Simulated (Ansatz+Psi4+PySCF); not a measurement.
Values are calculated unless marked as measured or tabulated.
## PySCF 2.14.0 run

```python
from pyscf import gto, scf, mp

mol = gto.M(atom="""
C 0.004700 0.456860 0.003390
C 1.193340 -0.143180 -0.019860
F -1.157460 -0.274720 0.017730
H -0.201880 1.501530 -0.011990
H 2.088400 0.447020 -0.002990
""", basis='cc-pvtz', charge=0, spin=1)
mf = scf.UHF(mol)
mf.kernel()
pt = mp.MP2(mf, frozen=3).run()
print(mf.e_tot, pt.e_corr, pt.e_tot)
```

The script is written out from the run's settings.

The run gave:

```yaml
Converged: yes
Reference_energy: -176.29917 hartree
Correlation_energy: -0.52087 hartree
Total_energy: -176.82004 hartree
Spin_squared_of_the_determinant: 1.005
```

Messages of the program:
```
WARN: HOMO -0.185206805230136 >= LUMO -0.185206805230136
WARN: HOMO -0.185206805230136 >= LUMO -0.185206805230136
```

Caution: the unrestricted determinant is spin contaminated.
